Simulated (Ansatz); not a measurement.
Results of r²SCAN (Ansatz, a quantum-chemistry and plane-wave program, plane waves, PAW) for rock-salt HfC.

Numerical settings: plane-wave cutoff 600 eV, 24×24×24 k mesh, Fermi–Dirac smearing 0.071 eV (set by the program), scalar-relativistic PAW data made under PBE.

Cell (relaxed at this level):

```yaml
crystal:
  lattice:
    - [0.00000, 2.32027, 2.32027]
    - [2.32027, 0.00000, 2.32027]
    - [2.32027, 2.32027, 0.00000]
  atoms:
    - { symbol: Hf, position: [0.00000, 0.00000, 0.00000] }
    - { symbol: C, position: [0.50000, 0.50000, 0.50000] }
```

Task: Predict the Voigt–Reuss–Hill shear modulus (Hill average), Voigt–Reuss–Hill bulk modulus, elastic constant C44, elastic constant C11 and elastic constant C12.

Result: 
- Voigt–Reuss–Hill shear modulus (Hill average): 195 GPa
- Voigt–Reuss–Hill bulk modulus: 245 GPa
- elastic constant C44: 188 GPa
- elastic constant C11: 518 GPa
- elastic constant C12: 108 GPa

Measured, for comparison: elastic constant C44 180 GPa, elastic constant C11 500 GPa (temperature not stated, no zero-point or thermal correction; as tabulated in Wu et al. (2005), arXiv:cond-mat/0412374). Computed (rounded) less measured: elastic constant C44 +4 %, elastic constant C11 +4 %. A static lattice is as a rule a little smaller and stiffer than an uncorrected measurement, which can account for part of this.

Elastic constants are with the ions relaxed.

Spin–orbit coupling is not included.

The computed numbers hold no vibrational or temperature effects.
